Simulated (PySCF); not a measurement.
## Converging BO⁻ in the basis (CCSD(T))

PySCF, RHF reference; singlet, unpaired electrons none; De to B + O⁻ without counterpoise correction. Frozen cores follow the default of each basis and core potential.

```csv
basis,relativity,functions,Re (Å),ωe (cm⁻¹),De (eV),frozen orbitals
def2-SVPD,no relativity,43,1.251,1696,n/a,2
aug-pcseg-1,no relativity,46,1.252,1684,n/a,2
def2-TZVPPD,no relativity,77,1.246,1693,n/a,2
```

(1) How does each smaller set differ from the one with most functions, def2-TZVPPD?

Correlated steps freeze 2 core orbitals. The CCSD T1 diagnostic is raised in BO⁻, a sign that a single reference may not be enough there.

## Answers

(1) def2-SVPD: +0.5 pm, +0.2 % in ωe; aug-pcseg-1: +0.6 pm, -0.5 % in ωe. All at CCSD(T); the set with most functions is neither the basis-set limit nor always the best.
